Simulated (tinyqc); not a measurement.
Worked calculation: ROHF in the sto-6g basis, for CH2, spin multiplicity 3. One step of it, computed by the program tinyqc.

Question. Iteration 2: building the Fock matrix. J_ij = sum D_kl (ij|kl) with D = D(alpha) + D(beta), K_ij = sum D_kl (ik|jl) for each spin; F = H + J - K(s); E = tr D H + tr D J / 2 - 0.5 sum_s tr D(s) K(s) + E_nn.

D(alpha) after iteration 1, lower triangle:
```
            1C 1s      1C 2s    1C 2px     1C 2py    1C 2pz      2H 1s     3H 1s
1C 1s    1.050691
1C 2s   -0.204081   0.859744
1C 2px   0.000000   0.000000  1.000000
1C 2py  -0.000616   0.003677  0.000000   0.306962
1C 2pz   0.076582  -0.374212  0.000000  -0.001497  0.544667
2H 1s   -0.026459   0.023086  0.000000   0.250329  0.248577   0.379860
3H 1s   -0.027521   0.024204  0.000000  -0.249335  0.246436  -0.028453  0.376636
```

D(beta) after iteration 1, lower triangle:
```
            1C 1s     1C 2s    1C 2px     1C 2py    1C 2pz      2H 1s     3H 1s
1C 1s    1.025070
1C 2s   -0.090397  0.355328
1C 2px   0.000000  0.000000  0.000000
1C 2py  -0.000104  0.001402  0.000000   0.306952
1C 2pz  -0.036483  0.127455  0.000000   0.000766  0.045734
2H 1s   -0.066433  0.200451  0.000000   0.251129  0.072179   0.317494
3H 1s   -0.067143  0.200005  0.000000  -0.248542  0.071592  -0.090269  0.315365
```

core Hamiltonian H = T + V (hartree), lower triangle:
```
             1C 1s      1C 2s     1C 2px     1C 2py     1C 2pz      2H 1s      3H 1s
1C 1s   -18.771219
1C 2s    -4.313553  -5.489484
1C 2px    0.000000   0.000000  -4.440684
1C 2py    0.000304   0.002616   0.000000  -4.565752
1C 2pz   -0.014955  -0.155076   0.000000   0.001389  -4.500826
2H 1s    -0.745720  -1.830922   0.000000  -1.326793  -0.951137  -3.177565
3H 1s    -0.777189  -1.882691   0.000000   1.356070  -0.972376  -0.456229  -3.210671
```

Two-electron integrals (ij|kl) in chemists' order, unique and non-zero (hartree):
```
(11|11) 3.543743    (21|11) 0.529462    (21|21) 0.100317    (22|11) 0.853596
(22|21) 0.199930    (22|22) 0.624844    (31|31) 0.021271    (32|31) 0.031868
(32|32) 0.138108    (33|11) 0.853598    (33|21) 0.199930    (33|22) 0.624843
(33|33) 0.673218    (41|41) 0.021271    (42|41) 0.031868    (42|42) 0.138108
(43|43) 0.036281    (44|11) 0.853598    (44|21) 0.199930    (44|22) 0.624843
(44|33) 0.600655    (44|44) 0.673218    (51|51) 0.021271    (52|51) 0.031868
(52|52) 0.138108    (53|53) 0.036281    (54|54) 0.036281    (55|11) 0.853598
(55|21) 0.199930    (55|22) 0.624843    (55|33) 0.600655    (55|44) 0.600655
(55|55) 0.673218    (61|11) 0.095446    (61|21) 0.017421    (61|22) 0.034194
(61|33) 0.034066    (61|41) 0.000940    (61|42) 0.001828    (61|44) 0.034326
(61|51) 0.000651    (61|52) 0.001267    (61|54) 0.000180    (61|55) 0.034191
(61|61) 0.003111    (62|11) 0.244479    (62|21) 0.058198    (62|22) 0.202304
(62|33) 0.197365    (62|41) 0.004867    (62|42) 0.033412    (62|44) 0.207372
(62|51) 0.003374    (62|52) 0.023163    (62|54) 0.006938    (62|55) 0.202174
(62|61) 0.010452    (62|62) 0.089324    (63|31) 0.006013    (63|32) 0.031384
(63|43) 0.006402    (63|53) 0.004438    (63|63) 0.010403    (64|11) 0.178763
(64|21) 0.043124    (64|22) 0.158592    (64|33) 0.150787    (64|41) 0.009073
(64|42) 0.055234    (64|44) 0.170757    (64|51) 0.002122    (64|52) 0.016534
(64|54) 0.009406    (64|55) 0.154231    (64|61) 0.008092    (64|62) 0.082974
(64|64) 0.086025    (65|11) 0.123929    (65|21) 0.029896    (65|22) 0.109945
(65|33) 0.104535    (65|41) 0.002122    (65|42) 0.016534    (65|44) 0.109502
(65|51) 0.007484    (65|52) 0.042846    (65|54) 0.009846    (65|55) 0.115798
(65|61) 0.005610    (65|62) 0.057522    (65|64) 0.052426    (65|65) 0.046747
(66|11) 0.408617    (66|21) 0.099139    (66|22) 0.392223    (66|33) 0.372184
(66|41) 0.009796    (66|42) 0.091531    (66|44) 0.412787    (66|51) 0.006791
(66|52) 0.063455    (66|54) 0.028148    (66|55) 0.391698    (66|61) 0.018058
(66|62) 0.226154    (66|64) 0.231292    (66|65) 0.160345    (66|66) 0.774999
(71|11) 0.099508    (71|21) 0.018160    (71|22) 0.035637    (71|33) 0.035503
(71|41) -0.000979   (71|42) -0.001904   (71|44) 0.035775    (71|51) 0.000679
(71|52) 0.001320    (71|54) -0.000188   (71|55) 0.035634    (71|61) 0.003147
(71|62) 0.010211    (71|64) 0.007217    (71|65) 0.005492    (71|66) 0.017337
(71|71) 0.003380    (72|11) 0.251880    (72|21) 0.059945    (72|22) 0.208015
(72|33) 0.202959    (72|41) -0.005012   (72|42) -0.034248   (72|44) 0.213200
(72|51) 0.003477    (72|52) 0.023756    (72|54) -0.007103   (72|55) 0.207886
(72|61) 0.010091    (72|62) 0.064657    (72|64) 0.043642    (72|65) 0.040567
(72|66) 0.126318    (72|71) 0.011219    (72|72) 0.093923    (73|31) 0.006233
(73|32) 0.032421    (73|43) -0.006583   (73|53) 0.004566    (73|63) 0.007030
(73|73) 0.011023    (74|11) -0.183117   (74|21) -0.044168   (74|22) -0.162175
(74|33) -0.154174   (74|41) 0.009374    (74|42) 0.056774    (74|44) -0.174656
(74|51) -0.002179   (74|52) -0.016893   (74|54) 0.009641    (74|55) -0.157694
(74|61) -0.007087   (74|62) -0.043302   (74|64) -0.023252   (74|65) -0.026686
(74|66) -0.079704   (74|71) -0.008641   (74|72) -0.086794   (74|74) 0.089721
(75|11) 0.127018    (75|21) 0.030637    (75|22) 0.112491    (75|33) 0.106941
(75|41) -0.002179   (75|42) -0.016893   (75|44) 0.112017    (75|51) 0.007744
(75|52) 0.044138    (75|54) -0.010103   (75|55) 0.118515    (75|61) 0.005403
(75|62) 0.040429    (75|64) 0.026786    (75|65) 0.031852    (75|66) 0.083379
(75|71) 0.005994    (75|72) 0.060204    (75|74) -0.054588   (75|75) 0.048888
(76|11) 0.055566    (76|21) 0.013302    (76|22) 0.048460    (76|33) 0.047056
(76|41) 0.000005    (76|42) 0.000053    (76|44) 0.048363    (76|51) 0.001240
(76|52) 0.009279    (76|54) 0.000015    (76|55) 0.049962    (76|61) 0.002336
(76|62) 0.019492    (76|64) 0.015791    (76|65) 0.013756    (76|66) 0.046986
(76|71) 0.002433    (76|72) 0.019927    (76|74) -0.016014   (76|75) 0.014011
(76|76) 0.005343    (77|11) 0.414107    (77|21) 0.100453    (77|22) 0.396572
(77|33) 0.376191    (77|41) -0.010023   (77|42) -0.092943   (77|44) 0.417472
(77|51) 0.006953    (77|52) 0.064469    (77|54) -0.028634   (77|55) 0.396053
(77|61) 0.016852    (77|62) 0.124139    (77|64) 0.078872    (77|65) 0.082268
(77|66) 0.252434    (77|71) 0.019078    (77|72) 0.232762    (77|74) -0.236949
(77|75) 0.164358    (77|76) 0.046986    (77|77) 0.774999
```

nuclear repulsion = 5.24446220 hartree

Give: Coulomb J; exchange K(alpha); exchange K(beta); F(alpha); F(beta); total energy of this density.

Answer.

Coulomb J (hartree), lower triangle:
```
          1C 1s    1C 2s  1C 2px   1C 2py  1C 2pz   2H 1s   3H 1s
1C 1s   11.2288
1C 2s    2.0312   4.9604
1C 2px   0.0000   0.0000  4.9247
1C 2py  -0.0001  -0.0008  0.0000   5.0090
1C 2pz   0.0121   0.1305  0.0000  -0.0006  4.9475
2H 1s    0.3581   1.6452  0.0000   1.3036  0.9297  3.4157
3H 1s    0.3733   1.6911  0.0000  -1.3325  0.9509  0.3984  3.4431
```

exchange K(alpha) (hartree), lower triangle:
```
         1C 1s    1C 2s  1C 2px   1C 2py  1C 2pz   2H 1s   3H 1s
1C 1s   3.6280
1C 2s   0.5960   0.9524
1C 2px  0.0000   0.0000  0.8532
1C 2py  0.0000  -0.0004  0.0000   0.6449
1C 2pz  0.0012  -0.0861  0.0000  -0.0028  0.7058
2H 1s   0.1121   0.3730  0.0000   0.3031  0.2109  0.5948
3H 1s   0.1167   0.3819  0.0000  -0.3073  0.2135  0.0927  0.6007
```

exchange K(beta) (hartree), lower triangle:
```
         1C 1s    1C 2s  1C 2px   1C 2py  1C 2pz   2H 1s   3H 1s
1C 1s   3.5708
1C 2s   0.5500   0.5728
1C 2px  0.0000   0.0000  0.1151
1C 2py  0.0000  -0.0019  0.0000   0.5509
1C 2pz  0.0034   0.2157  0.0000  -0.0008  0.2080
2H 1s   0.1019   0.3369  0.0000   0.2912  0.1771  0.5446
3H 1s   0.1061   0.3439  0.0000  -0.2947  0.1803  0.0727  0.5503
```

F(alpha) (hartree), lower triangle:
```
           1C 1s    1C 2s   1C 2px   1C 2py   1C 2pz    2H 1s    3H 1s
1C 1s   -11.1703
1C 2s    -2.8783  -1.4815
1C 2px    0.0000   0.0000  -0.3692
1C 2py    0.0002   0.0022   0.0000  -0.2016
1C 2pz   -0.0041   0.0616   0.0000   0.0036  -0.2591
2H 1s    -0.4997  -0.5587   0.0000  -0.3263  -0.2324  -0.3567
3H 1s    -0.5206  -0.5736   0.0000   0.3308  -0.2350  -0.1505  -0.3682
```

F(beta) (hartree), lower triangle:
```
           1C 1s    1C 2s  1C 2px   1C 2py   1C 2pz    2H 1s    3H 1s
1C 1s   -11.1132
1C 2s    -2.8323  -1.1019
1C 2px    0.0000   0.0000  0.3689
1C 2py    0.0002   0.0037  0.0000  -0.1077
1C 2pz   -0.0063  -0.2403  0.0000   0.0015   0.2386
2H 1s    -0.4895  -0.5226  0.0000  -0.3143  -0.1986  -0.3065
3H 1s    -0.5100  -0.5355  0.0000   0.3183  -0.2018  -0.1305  -0.3178
```

total energy of this density = -38.758604 hartree
